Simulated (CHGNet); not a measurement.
Diamond-structure Si

Method: the machine-learned potential CHGNet 0.3.0 (trained on PBE and PBE+U data).

Cell (relaxed at this level):

```xyz
2
Lattice="0.0000 2.7304 2.7304 2.7304 0.0000 2.7304 2.7304 2.7304 0.0000" Properties=species:S:1:pos:R:3 pbc="T T T"
Si     2.7304     2.7304     2.7304
Si     4.0956     4.0956     4.0956
```

For diamond-structure Si, the vacancy formation energy comes out as 0.87 eV.

Measured, for comparison: vacancy formation energy 3.6 eV (no zero-point or thermal correction, monovacancy; as tabulated in Garrity and Choudhary (2023), arXiv:2112.11585). Computed (rounded) less measured: vacancy formation energy -2.73 eV.

A machine-learned potential is trained on density-functional data: it inherits that level's misses and adds fitting errors of its own.
